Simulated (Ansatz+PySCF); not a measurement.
A calculation with Ansatz (development build ahead of 0.2.0).

```yaml
crystal:
  periodic: [false, false, false]
  atoms:
    - { symbol: O, position_ang: [0.0, 0.0, -0.11966] }
    - { symbol: H, position_ang: [0.0, 0.75417, 0.47865] }
    - { symbol: H, position_ang: [0.0, -0.75417, 0.47865] }
    - { symbol: O, position_ang: [30.06636, -0.07007, 0.04958] }
    - { symbol: H, position_ang: [29.46914, 0.56052, -0.39662] }
basis:
  gaussian: { orbitals: cc-pVDZ }
magnetization:
  initial_magnetization: 1
hamiltonian:
  xc: hf
correlation:
  method: mp2
  frozen_orbitals: { H: 0, O: 1 }
scf:
  omitted_lower_state_checks: [stability, starts, atomic_configurations, cluster_reference, orbital_swaps, given_window_search, neighbouring_geometries, increment]
```

The input is written out in the form of the current development build from the run's settings. Correlation on restricted open-shell orbitals is semicanonical, with singles.

Results

| Item | Value |
| --- | --- |
| Converged | yes |
| Reference energy | -151.41627 hartree |
| Correlation energy | -0.35528 hartree |
| Total energy | -151.77155 hartree |
| Spin squared of the determinant | 0.750 |
